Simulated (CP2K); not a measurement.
# C2HClF2 (SMILES FC(F)=CCl): PM3

Aim: the energy change on altering one bond length of C2HClF2 at PM3, from 2 runs. 

The calculation is run with CP2K 2026.2.

2 further runs of the same task are left out: 1 that didn't finish, 1 set aside as unsound or not needed.

### Step 1. The structure to begin with

C2HClF2 has 6 atoms, charge 0, and is taken as a singlet. As SMILES, `FC(F)=CCl`. Geometry: relaxed at PBE0-D4/def2-TZVP.

Bond lengths: F1–C2 1.312 Å, C2–F3 1.305 Å, C2–C4 1.321 Å, C4–Cl5 1.706 Å, C4–H6 1.079 Å. Angles: F1–C2–F3 111.1°, F1–C2–C4 123.1°, F3–C2–C4 125.8°, C2–C4–Cl5 122.3°, C2–C4–H6 120.1°, Cl5–C4–H6 117.5°.

### Step 2. The energy at PM3

The input, mol.inp:

```
&GLOBAL
 PROJECT mol
 RUN_TYPE ENERGY
 PRINT_LEVEL MEDIUM
&END GLOBAL

&FORCE_EVAL
 METHOD QS
 &DFT
  &QS
   METHOD PM3
   EPS_DEFAULT 1.0E-10
   &SE
    &COULOMB
     CUTOFF [angstrom] 50
     RC_RANGE [angstrom] 0
    &END COULOMB
    &EXCHANGE
     CUTOFF [angstrom] 50
     RC_RANGE [angstrom] 0
    &END EXCHANGE
   &END SE
  &END QS
  &POISSON
   PERIODIC NONE
   POISSON_SOLVER ANALYTIC
  &END POISSON
  ! SCF settings
  &SCF
   SCF_GUESS ATOMIC
   EPS_SCF 1.0E-07
   MAX_SCF 50
   &OT
    MINIMIZER DIIS
    PRECONDITIONER FULL_ALL
   &END OT
   &OUTER_SCF
    EPS_SCF 1.0E-07
    MAX_SCF 5
   &END OUTER_SCF
  &END SCF
  &PRINT
   &MOMENTS
    PERIODIC F
    REFERENCE COM
    MAX_MOMENT 1
   &END MOMENTS
   &MO_CUBES
    NLUMO 1
    NHOMO -1
    WRITE_CUBE F
   &END MO_CUBES
   &HIRSHFELD OFF
   &END HIRSHFELD
  &END PRINT
 &END DFT
 &SUBSYS
  ! box in angstrom
  &CELL
   ABC 11.9 13.1 12.9
   PERIODIC NONE
  &END CELL
  &COORD
   SCALED T
   F    0.58151345   0.44503282   0.61217597
   C    0.52828992   0.46397786   0.52522481
   F    0.52197563   0.38226641   0.46762016
   C    0.48744874   0.55473893   0.50143256
   Cl   0.41848655   0.57761374   0.38782403
   H    0.49707563   0.61773359   0.55457364
  &END COORD
 &END SUBSYS
&END FORCE_EVAL
```

Run with:

```console
$ OMP_NUM_THREADS=1 cp2k.psmp mol.inp > mol.out
```

Standard output:

```text
CP2K| version string:                                       CP2K version 2026.2
[...]
 GLOBAL| Method name                                                        CP2K
[...]
 GLOBAL| Run type                                                         ENERGY
[...]
                             - Atoms:                                          6
[...]
                             - Spherical basis functions:                     21
[...]
 Number of electrons:                                                         30
[...]
     1 OT DIIS     0.15E+00    0.0     0.30668476       -49.7617822318 -4.98E+01
[...]
     5 OT DIIS     0.15E+00    0.0     0.00000003       -53.2594702141 -7.32E-13
  *** SCF run converged in     5 steps ***
  Core-core repulsion energy [eV]:                           2068.52291955063356
  Core Hamiltonian energy [eV]:                             -2385.22862765611217
  Two-electron integral energy [eV]:                        -2265.11635977497690
  Electronic energy [eV]:                                   -3517.78680754360039
  Total energy [eV]:                                        -1449.26388799296683
  Atomic reference energy [eV]:                              1445.73820076340894
  Heat of formation [kcal/mol]:                               -81.30428543925912
[...]
 SE_DIPOLE| Moment [Debye]          0.23767808      -1.01536800      -0.09062027
 SE_DIPOLE| Derivative [a.u.]       0.00000000       0.00000000       0.00000000
 *** WARNING in qs_scf_post_se.F:140 :: Printing of MO cube files not ***
 *** implemented for Semi-Empirical method.                           ***
 ENERGY| Total FORCE_EVAL ( QS ) energy [hartree]            -53.259470214109747
[...]
```

It took 0.52 s on 1 thread of Arm Neoverse V2, shared host.

### Step 3. The distorted shape

The input, job.inp:

```
&GLOBAL
   PROJECT job
   RUN_TYPE ENERGY
   PRINT_LEVEL MEDIUM
&END

&FORCE_EVAL
   METHOD QUICKSTEP
   &DFT
      CHARGE 0
      MULTIPLICITY 1
      # Quickstep
      &QS
         METHOD PM3
         EPS_DEFAULT 1.0E-10
         &SE
            &COULOMB
               CUTOFF [angstrom] 50
               RC_RANGE [angstrom] 0
            &END
            &EXCHANGE
               CUTOFF [angstrom] 50
               RC_RANGE [angstrom] 0
            &END
         &END
      &END
      # cluster boundary conditions
      &POISSON
         PERIODIC NONE
         POISSON_SOLVER ANALYTIC
      &END
      &SCF
         SCF_GUESS ATOMIC
         EPS_SCF 1.0E-07
         MAX_SCF 50
         &OT ON
            MINIMIZER DIIS
            PRECONDITIONER FULL_ALL
         &END
         &OUTER_SCF
            EPS_SCF 1.0E-07
            MAX_SCF 5
         &END
      &END
      # extra output
      &PRINT
         &MOMENTS
            PERIODIC F
            REFERENCE COM
            MAX_MOMENT 1
         &END
         &MO_CUBES
            NLUMO 1
            NHOMO -1
            WRITE_CUBE F
         &END
         &HIRSHFELD OFF
         &END
      &END
   &END
   # atoms, cell and kinds
   &SUBSYS
      &CELL
         ABC [angstrom] 12 13.3 12.9
         PERIODIC NONE
      &END
      &COORD
         SCALED T
         F    0.58387142   0.43915538   0.61396019
         C    0.53109142   0.45781553   0.52700903
         F    0.52482975   0.37733282   0.46940438
         C    0.48451608   0.56061981   0.49964833
         Cl   0.41612858   0.58315064   0.38603981
         H    0.49406275   0.62266718   0.55278942
      &END
   &END
&END
```

Run with:

```console
$ OMP_NUM_THREADS=1 cp2k.psmp -i job.inp -o job.out
```

Standard output:

```text
CP2K| version string:                                       CP2K version 2026.2
[...]
 GLOBAL| Method name                                                        CP2K
[...]
 GLOBAL| Run type                                                         ENERGY
[...]
                             - Atoms:                                          6
[...]
                             - Spherical basis functions:                     21
[...]
 Number of electrons:                                                         30
[...]
     1 OT DIIS     0.15E+00    0.0     0.30281089       -49.8184892421 -4.98E+01
[...]
     5 OT DIIS     0.15E+00    0.0     0.00000005       -53.2310882688 -2.96E-12
  *** SCF run converged in     5 steps ***
  Core-core repulsion energy [eV]:                           2009.14152174098058
  Core Hamiltonian energy [eV]:                             -2381.05081686641870
  Two-electron integral energy [eV]:                        -2153.16456171596519
  Electronic energy [eV]:                                   -3457.63309772440107
  Total energy [eV]:                                        -1448.49157598342072
  Atomic reference energy [eV]:                              1445.73820076340894
  Heat of formation [kcal/mol]:                               -63.49434599089227
[...]
 SE_DIPOLE| Moment [Debye]          0.22427492      -0.95315742      -0.08276271
 SE_DIPOLE| Derivative [a.u.]       0.00000000       0.00000000       0.00000000
 *** WARNING in qs_scf_post_se.F:140 :: Printing of MO cube files not ***
 *** implemented for Semi-Empirical method.                           ***
 ENERGY| Total FORCE_EVAL ( QS ) energy [hartree]            -53.231088268758590
[...]
```

Wall time 0.52 s (1 thread of Arm Neoverse V2, shared host).

### Step 4. Summary of results

At PM3:

| quantity | value |
| --- | --- |
| first shape: total energy | -53.25947 Eh |
| first shape: dipole moment | 1.05 D |
| first shape: heat of formation | -81.3 kcal/mol |
| distorted shape: total energy | -53.23109 Eh |
| distorted shape: dipole moment | 0.98 D |
| distorted shape: heat of formation | -63.5 kcal/mol |
| energy change with the C2–C4 bond stretched from 1.321 to 1.519 Å | 0.772 eV |

In words: With the C2–C4 bond stretched from 1.321 to 1.519 Å the energy rises by 0.77 eV (74.5 kJ/mol). The first shape isn't relaxed at this level, so the change isn't measured from a minimum.
